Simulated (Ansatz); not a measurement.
System: C₃H₄, charge 0, singlet. C3H4 (SMILES C1C=C1).
B3LYP-D3(BJ)/def2-TZVP minimum from Ansatz (a program for electronic structure):
```
C
H 1 1.0889
H 1 1.0889 2 113.66
C 1 1.5050 2 119.64 3 -150.54
C 4 1.2868 1 64.69 2 -105.61
H 4 1.0750 5 149.73 1 180.00
H 5 1.0750 4 149.73 6 0.00
```

Total energies in cc-pVDZ, 16 correlated electrons, 3 frozen orbitals. Radicals and triplets start from unrestricted determinants; spin-orbit coupling is neglected. Cores are frozen in correlated methods. No relativity.

```csv
method,program,energy (Eh),minus CCSDT(Q) (mEh)
HF,Ansatz,-115.83299,447.31
MP2,Ansatz,-116.23283,47.47
CCSD,Ansatz,-116.26263,17.67
CCSD(T),Ansatz,-116.27859,1.71
CCSDT(Q),Ansatz,-116.28030,0.00
```

Rough core times of Ansatz's runs on a shared machine: CCSD(T) under 20 s, CCSDT(Q) 50 s.
